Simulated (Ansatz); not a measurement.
Steps of a relaxation of `C/C(O)=C/CCl` with RKS PBE-D4/def2-SVP.

```sh
$ ansatz run in.yaml --threads 2 --pin off --events-out ev --progress --plain --max-ram 32768MiB --backend cpu
```

```yaml
crystal:
  periodic: [false, false, false]
  atoms:
    - {symbol: C, position_ang: [-1.136700, -0.579500, -1.385800]}
    - {symbol: C, position_ang: [-0.275900, 0.164900, -0.439500]}
    - {symbol: O, position_ang: [-0.181500, 1.534400, -0.609800]}
    - {symbol: C, position_ang: [0.480300, -0.453900, 0.525600]}
    - {symbol: C, position_ang: [1.322800, 0.186800, 1.494100]}
    - {symbol: Cl, position_ang: [0.825000, -0.223500, 3.164300]}
    - {symbol: H, position_ang: [-2.175500, -0.137700, -1.304300]}
    - {symbol: H, position_ang: [-1.186500, -1.596000, -1.219900]}
    - {symbol: H, position_ang: [-0.838500, -0.364200, -2.383800]}
    - {symbol: H, position_ang: [-0.742600, 1.820300, -1.287000]}
    - {symbol: H, position_ang: [0.294900, -1.542500, 0.649800]}
    - {symbol: H, position_ang: [1.339000, 1.292800, 1.458500]}
    - {symbol: H, position_ang: [2.295600, -0.136600, 1.352600]}
basis:
  gaussian: {orbitals: def2-SVP}
hamiltonian: {xc: pbe, dispersion: d4}
relax: {f_tol: 0.03, max_steps: 200}
```

Positions (Å) and forces (eV/Å) along the path, 10 of 10 steps:

```xyz
13
step=1 energy=-18809.6325 eV
C    -1.137   -0.580   -1.386   -1.417    3.303    0.671
C    -0.276    0.165   -0.440    1.228    0.098    0.912
O    -0.181    1.534   -0.610    1.723   -1.391    2.218
C     0.480   -0.454    0.526   -2.221   -0.467   -1.652
C     1.323    0.187    1.494   -1.275    1.798    0.727
Cl    0.825   -0.224    3.164   -0.076   -0.232    0.797
H    -2.175   -0.138   -1.304    0.296   -0.408   -0.057
H    -1.187   -1.596   -1.220   -0.036   -2.860    0.532
H    -0.839   -0.364   -2.384    0.543    0.107   -1.694
H    -0.743    1.820   -1.287   -1.763    0.728   -2.073
H     0.295   -1.542    0.650    0.277    0.263   -0.127
H     1.339    1.293    1.458   -0.175   -0.010   -0.310
H     2.296   -0.137    1.353    2.898   -0.929    0.057
13
step=2 energy=-18810.0660 eV
C    -1.165   -0.548   -1.399   -0.435    0.934    0.087
C    -0.266    0.158   -0.440    0.254    0.210    0.477
O    -0.177    1.522   -0.579    0.395   -0.263    0.473
C     0.446   -0.463    0.541   -0.593   -0.674   -0.699
C     1.324    0.190    1.518   -0.104    0.674   -0.077
Cl    0.830   -0.168    3.221   -0.082   -0.087    0.379
H    -2.201   -0.127   -1.326    0.171   -0.144    0.038
H    -1.218   -1.614   -1.213    0.016   -0.720    0.094
H    -0.842   -0.362   -2.433    0.154   -0.074   -0.452
H    -0.758    1.819   -1.285   -0.382    0.087   -0.411
H     0.366   -1.571    0.579    0.026    0.369    0.068
H     1.333    1.294    1.415   -0.075   -0.086   -0.073
H     2.349   -0.164    1.416    0.656   -0.225    0.096
13
step=3 energy=-18810.1163 eV
C    -1.165   -0.532   -1.415   -0.088    0.025    0.043
C    -0.275    0.157   -0.424    0.057    0.144   -0.045
O    -0.184    1.519   -0.542   -0.011    0.070   -0.041
C     0.445   -0.481    0.531   -0.090   -0.319    0.010
C     1.341    0.188    1.505    0.110    0.106   -0.173
Cl    0.817   -0.110    3.226   -0.049    0.003    0.133
H    -2.207   -0.146   -1.333    0.007   -0.018   -0.016
H    -1.194   -1.624   -1.243    0.013    0.014   -0.028
H    -0.829   -0.346   -2.461    0.014   -0.023    0.056
H    -0.793    1.824   -1.240    0.035   -0.063    0.046
H     0.326   -1.576    0.603    0.096    0.104   -0.016
H     1.355    1.286    1.353    0.000   -0.063    0.020
H     2.384   -0.193    1.453   -0.093    0.021    0.011
13
step=4 energy=-18810.1214 eV
C    -1.174   -0.527   -1.409    0.053   -0.072   -0.027
C    -0.267    0.155   -0.426   -0.039    0.055   -0.020
O    -0.173    1.517   -0.539   -0.037    0.041   -0.032
C     0.452   -0.493    0.523    0.038   -0.090    0.037
C     1.337    0.188    1.503    0.090   -0.004   -0.131
Cl    0.793   -0.090    3.229   -0.028    0.006    0.033
H    -2.214   -0.139   -1.324   -0.001    0.010    0.005
H    -1.205   -1.620   -1.239    0.001    0.066   -0.011
H    -0.837   -0.349   -2.455   -0.023   -0.001    0.036
H    -0.787    1.821   -1.233    0.031   -0.038    0.052
H     0.366   -1.589    0.574    0.004    0.024    0.022
H     1.349    1.282    1.342    0.003   -0.017    0.019
H     2.381   -0.192    1.469   -0.091    0.022    0.016
13
step=5 energy=-18810.1233 eV
C    -1.173   -0.525   -1.409    0.042   -0.048   -0.019
C    -0.265    0.153   -0.425   -0.046    0.003    0.007
O    -0.176    1.516   -0.530   -0.012    0.006   -0.014
C     0.457   -0.500    0.520    0.053    0.027    0.008
C     1.341    0.187    1.496    0.015   -0.032   -0.049
Cl    0.771   -0.063    3.222   -0.003    0.010    0.004
H    -2.213   -0.141   -1.317   -0.007    0.008    0.005
H    -1.199   -1.620   -1.248   -0.001    0.039   -0.002
H    -0.842   -0.339   -2.455   -0.013    0.005    0.013
H    -0.796    1.819   -1.217    0.013   -0.012    0.020
H     0.374   -1.595    0.572   -0.002   -0.010    0.005
H     1.363    1.278    1.325    0.005   -0.001    0.004
H     2.379   -0.205    1.481   -0.044    0.005    0.016
13
step=6 energy=-18810.1248 eV
C    -1.172   -0.524   -1.410   -0.001   -0.001    0.002
C    -0.265    0.151   -0.423    0.000   -0.031   -0.010
O    -0.184    1.515   -0.517   -0.005   -0.027    0.014
C     0.467   -0.507    0.511    0.029    0.085    0.017
C     1.346    0.183    1.488   -0.011   -0.024    0.033
Cl    0.738   -0.017    3.214    0.009    0.008   -0.036
H    -2.215   -0.150   -1.306   -0.003   -0.002    0.000
H    -1.187   -1.619   -1.261   -0.002   -0.001    0.003
H    -0.850   -0.321   -2.455    0.001    0.006   -0.001
H    -0.811    1.817   -1.197   -0.005    0.014   -0.009
H     0.388   -1.601    0.565   -0.009   -0.023   -0.015
H     1.391    1.270    1.300    0.009   -0.005   -0.004
H     2.374   -0.230    1.506   -0.013    0.000    0.005
13
step=7 energy=-18810.1257 eV
C    -1.171   -0.524   -1.410   -0.008    0.011   -0.001
C    -0.263    0.149   -0.424   -0.023   -0.013    0.020
O    -0.195    1.515   -0.504    0.003   -0.033    0.004
C     0.477   -0.509    0.505    0.027    0.053   -0.004
C     1.352    0.179    1.484   -0.004   -0.007    0.060
Cl    0.704    0.025    3.203    0.018    0.010   -0.045
H    -2.217   -0.160   -1.294    0.008   -0.004    0.000
H    -1.176   -1.620   -1.272    0.001   -0.008   -0.001
H    -0.859   -0.306   -2.455    0.000    0.000   -0.001
H    -0.826    1.818   -1.181    0.001    0.016   -0.013
H     0.400   -1.604    0.553   -0.005   -0.012   -0.019
H     1.425    1.262    1.278    0.007   -0.020    0.002
H     2.369   -0.258    1.531   -0.024    0.009   -0.003
13
step=8 energy=-18810.1262 eV
C    -1.172   -0.524   -1.408   -0.025    0.005    0.009
C    -0.267    0.149   -0.419    0.036    0.006   -0.023
O    -0.206    1.515   -0.493   -0.019   -0.028    0.014
C     0.485   -0.510    0.498    0.001    0.012   -0.001
C     1.357    0.175    1.482    0.010    0.010    0.052
Cl    0.676    0.063    3.193    0.024    0.006   -0.045
H    -2.221   -0.174   -1.283    0.008   -0.007   -0.005
H    -1.163   -1.622   -1.283    0.001    0.003   -0.001
H    -0.868   -0.291   -2.453    0.001   -0.001    0.007
H    -0.834    1.820   -1.172    0.004    0.008   -0.005
H     0.414   -1.606    0.538   -0.007    0.000   -0.006
H     1.456    1.254    1.262    0.002   -0.030    0.007
H     2.364   -0.283    1.554   -0.036    0.016   -0.002
13
step=9 energy=-18810.1265 eV
C    -1.172   -0.524   -1.408   -0.002    0.000   -0.004
C    -0.265    0.149   -0.421   -0.009    0.023    0.017
O    -0.215    1.516   -0.485   -0.006   -0.019   -0.002
C     0.490   -0.510    0.494   -0.008   -0.014   -0.004
C     1.359    0.172    1.483    0.009    0.015    0.026
Cl    0.663    0.084    3.188    0.010    0.000   -0.030
H    -2.222   -0.181   -1.275    0.007   -0.002    0.001
H    -1.155   -1.623   -1.289    0.002    0.004   -0.002
H    -0.875   -0.284   -2.453   -0.003   -0.003    0.001
H    -0.836    1.821   -1.170    0.010   -0.001   -0.002
H     0.418   -1.606    0.530    0.003    0.005   -0.002
H     1.473    1.248    1.256   -0.001   -0.013    0.002
H     2.359   -0.295    1.566   -0.012    0.006   -0.001
13
step=10 energy=-18810.1267 eV
C    -1.172   -0.524   -1.408   -0.002    0.000    0.002
C    -0.267    0.149   -0.419   -0.002    0.017    0.007
O    -0.220    1.516   -0.480   -0.008   -0.005   -0.004
C     0.488   -0.510    0.496    0.002   -0.013   -0.015
C     1.359    0.172    1.483   -0.009    0.004    0.010
Cl    0.663    0.089    3.186    0.000    0.000    0.001
H    -2.223   -0.186   -1.274    0.000    0.001    0.000
H    -1.151   -1.623   -1.292    0.001   -0.001   -0.001
H    -0.876   -0.280   -2.452    0.000    0.000   -0.001
H    -0.832    1.821   -1.174    0.009   -0.004    0.003
H     0.418   -1.607    0.529    0.001    0.002    0.004
H     1.476    1.246    1.254    0.000    0.003   -0.003
H     2.357   -0.298    1.567    0.006   -0.003   -0.003
```

It took 26 s on 2 threads of an AMD EPYC 7R13 on a shared host, with 0.2 GiB of host memory at the peak.
